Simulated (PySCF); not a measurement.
Molecule: Cyclopentene (SMILES C1=CCCC1).

Molfile (atoms numbered from 1):
```
C5H8
     RDKit          3D

 13 13  0  0  0  0  0  0  0  0999 V2000
   -0.9188    0.9816   -0.1785 C   0  0  0  0  0  0  0  0  0  0  0  0
    0.3796    1.2954   -0.1333 C   0  0  0  0  0  0  0  0  0  0  0  0
    1.2462    0.0721   -0.0151 C   0  0  0  0  0  0  0  0  0  0  0  0
    0.2380   -1.0351    0.3456 C   0  0  0  0  0  0  0  0  0  0  0  0
   -1.1379   -0.5040   -0.0983 C   0  0  0  0  0  0  0  0  0  0  0  0
   -1.7324    1.7006   -0.3050 H   0  0  0  0  0  0  0  0  0  0  0  0
    0.7822    2.3082   -0.2175 H   0  0  0  0  0  0  0  0  0  0  0  0
    2.0452    0.1795    0.7369 H   0  0  0  0  0  0  0  0  0  0  0  0
    1.7574   -0.1280   -0.9758 H   0  0  0  0  0  0  0  0  0  0  0  0
    0.2342   -1.1769    1.4379 H   0  0  0  0  0  0  0  0  0  0  0  0
    0.4886   -2.0072   -0.1034 H   0  0  0  0  0  0  0  0  0  0  0  0
   -1.4368   -0.8996   -1.0874 H   0  0  0  0  0  0  0  0  0  0  0  0
   -1.9456   -0.7847    0.5975 H   0  0  0  0  0  0  0  0  0  0  0  0
  1  2  2  0
  2  3  1  0
  3  4  1  0
  4  5  1  0
  5  1  1  0
  1  6  1  0
  2  7  1  0
  3  8  1  0
  3  9  1  0
  4 10  1  0
  4 11  1  0
  5 12  1  0
  5 13  1  0
M  END
```

Geometry PBE0-D3(BJ)/def2-SVP throughout; GIAO in PySCF, gas phase, one conformer, non-relativistic; equivalent atoms averaged; basis pcSseg-2.

(1) How do the absolute shieldings σ depend on the functional? (ppm; last column core-seconds on shared hosts with different chips, so compare them loosely)

(2) Which nucleus moves most, in ppm?

## Answers

(1) 
```
functional                    kind  C1/C2  C3/C5     C4  H6/H7  H8/H9/H12/H13  H10/H11  core-s
        HF            Hartree–Fock   48.9  160.0  167.3  25.62          29.52    29.95      18
       LDA                     LDA   32.7  141.0  153.3  24.67          28.17    28.81      36
       PBE                     GGA   37.3  140.4  151.4  25.12          28.63    29.26      46
      BLYP                     GGA   33.0  135.6  146.1  25.38          28.84    29.45      44
      BP86                     GGA   37.5  140.3  151.2  25.21          28.70    29.33      43
      OPBE                     GGA   46.9  146.1  156.7  25.12          28.67    29.31      48
       KT2                     GGA   49.2  145.1  155.5  25.21          28.65    29.28      44
       KT3                     GGA   49.5  143.8  153.6  25.40          28.84    29.47      42
     B97-D                     GGA   41.5  140.4  150.6  25.41          28.87    29.49      44
     B3LYP           global hybrid   35.5  141.4  151.4  25.37          28.94    29.51      33
      PBE0           global hybrid   40.3  147.2  157.3  25.17          28.82    29.38      32
  mPW1PW91           global hybrid   39.6  146.5  156.5  25.24          28.88    29.44      32
      WP04           global hybrid   29.2  133.3  142.5  25.87          29.29    29.83      26
     B97-2           global hybrid   42.8  146.5  156.2  25.34          28.93    29.50      44
 BHandHLYP           global hybrid   39.7  148.9  157.9  25.41          29.12    29.62      24
 CAM-B3LYP  range-separated hybrid   36.1  146.3  155.7  25.27          28.95    29.46      35
   wB97X-D  range-separated hybrid   39.3  148.1  157.5  25.29          29.00    29.51      32
   LC-wPBE  range-separated hybrid   38.8  153.3  162.5  25.19          29.03    29.48      44
```

(2) C3/C5 (allylic sp3 CH2): from 133.3 ppm with WP04 to 160.0 ppm with HF. The smallest spread is 1.14 ppm, at H10/H11. Proton shifts span only some 12 ppm, so a few tenths of a ppm matter as much there as several ppm in carbon.
